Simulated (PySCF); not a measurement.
N-vinylformamide, C3H5NO.
SMILES: `C=CNC=O`

A PySCF run (density fitting, gas phase, GFN2-xTB geometry) gave HOMO -3.94 eV, LUMO 2.56 eV, dipole 2.33 D and E = -243.823 Eh.

Problem. Which of these levels was it?
A. CAM-B3LYP/def2-SVPD
B. HSE06/STO-3G
C. OPBE/pcSseg-0
D. PBE0/pcSseg-1

Solution. B. It is HSE06/STO-3G. All candidates on this geometry:

```csv
level and settings,kind,basis functions,SCF cycles,E (Eh),HOMO (eV),LUMO (eV),dipole (D)
OPBE/pcSseg-0,GGA,55,15,-246.5977,-5.89,-1.25,3.46
HSE06/STO-3G,"screened hybrid, exact exchange at short range",30,14,-243.8227,-3.94,2.56,2.33
PBE0/pcSseg-1,global hybrid,110,14,-246.9810,-6.92,-0.37,3.49
CAM-B3LYP/def2-SVPD,range-separated hybrid,143,14,-247.0099,-8.29,0.53,3.62
```

The nearest other candidate, by the summed differences of HOMO and LUMO, is OPBE/pcSseg-0: its HOMO differs by -1.95 eV and its LUMO by -3.81 eV. Cycle counts include a coarse-grid stage where the run had one.

Conformer computed: `[CH2:1]=[CH:2][NH:3][CH:4]=[O:5]`: C1–C2–N3–C4 180°, C2–N3–C4–O5 0°.
